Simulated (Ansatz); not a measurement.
Relaxation of C₂H₇Al (10 atoms, charge 0, multiplicity 1), to a largest force component of 0.02 eV/Å in at most 40 steps.

All numbers below come from RHF/def2-SVP (Ansatz).

```xyz
10
Properties=species:S:1:pos:R:3
Al 0.000 0.000 0.000
C 0.000 0.000 1.970
H -1.000 -0.309 2.341
H 0.768 -0.711 2.341
C 0.318 1.397 2.477
H 0.916 1.326 3.410
H 0.897 1.948 1.708
H -0.628 1.940 2.686
H 1.351 0.000 -0.780
H -1.351 0.000 -0.780
```

**Question.** Where does it end, and by what steps?

**Answer.** It converged. The force dipped under the threshold on the way, but the program's further checks kept it going. After 21 steps the energy has fallen by 0.237 eV; H9 moved furthest, 1.40 Å.

```json
{"step": "0", "energy less start (eV)": "0.0000", "largest force component (eV/Å)": "1.000", "accepted": "yes"}
{"step": "1", "energy less start (eV)": "-0.1297", "largest force component (eV/Å)": "0.502", "accepted": "yes"}
{"step": "2", "energy less start (eV)": "-0.1625", "largest force component (eV/Å)": "0.265", "accepted": "yes"}
{"step": "3", "energy less start (eV)": "-0.1951", "largest force component (eV/Å)": "0.115", "accepted": "yes"}
{"step": "4", "energy less start (eV)": "-0.2036", "largest force component (eV/Å)": "0.037", "accepted": "yes"}
{"step": "5", "energy less start (eV)": "-0.1276", "largest force component (eV/Å)": "0.856", "accepted": "no"}
{"step": "6", "energy less start (eV)": "-0.2053", "largest force component (eV/Å)": "0.017", "accepted": "yes"}
{"step": "7", "energy less start (eV)": "-0.2077", "largest force component (eV/Å)": "0.052", "accepted": "yes"}
{"step": "8", "energy less start (eV)": "-0.2080", "largest force component (eV/Å)": "0.192", "accepted": "yes"}
{"step": "9", "energy less start (eV)": "-0.2107", "largest force component (eV/Å)": "0.142", "accepted": "yes"}
{"step": "10", "energy less start (eV)": "-0.2178", "largest force component (eV/Å)": "0.076", "accepted": "yes"}
{"step": "11", "energy less start (eV)": "-0.2246", "largest force component (eV/Å)": "0.033", "accepted": "yes"}
{"step": "12", "energy less start (eV)": "-0.2257", "largest force component (eV/Å)": "0.172", "accepted": "yes"}
{"step": "13", "energy less start (eV)": "-0.2278", "largest force component (eV/Å)": "0.152", "accepted": "yes"}
{"step": "14", "energy less start (eV)": "-0.2321", "largest force component (eV/Å)": "0.046", "accepted": "yes"}
{"step": "15", "energy less start (eV)": "-0.2333", "largest force component (eV/Å)": "0.090", "accepted": "yes"}
{"step": "16", "energy less start (eV)": "-0.2345", "largest force component (eV/Å)": "0.060", "accepted": "yes"}
{"step": "17", "energy less start (eV)": "-0.2357", "largest force component (eV/Å)": "0.010", "accepted": "yes"}
{"step": "18", "energy less start (eV)": "-0.2363", "largest force component (eV/Å)": "0.042", "accepted": "yes"}
{"step": "19", "energy less start (eV)": "-0.2366", "largest force component (eV/Å)": "0.043", "accepted": "yes"}
{"step": "20", "energy less start (eV)": "-0.2369", "largest force component (eV/Å)": "0.026", "accepted": "yes"}
{"step": "21", "energy less start (eV)": "-0.2370", "largest force component (eV/Å)": "0.011", "accepted": "yes"}
```

```xyz
10
Properties=species:S:1:pos:R:3
Al -0.138 -0.014 -0.056
C -0.122 0.118 1.915
H -1.163 0.029 2.257
H 0.360 -0.792 2.297
C 0.529 1.357 2.545
H 0.487 1.331 3.637
H 1.582 1.446 2.265
H 0.037 2.279 2.225
H 0.512 1.107 -0.970
H -0.814 -1.271 -0.746
```

Time of the run: 23 s on 1 thread of Arm Neoverse V2 (shared host), peak memory 0.14 GiB.
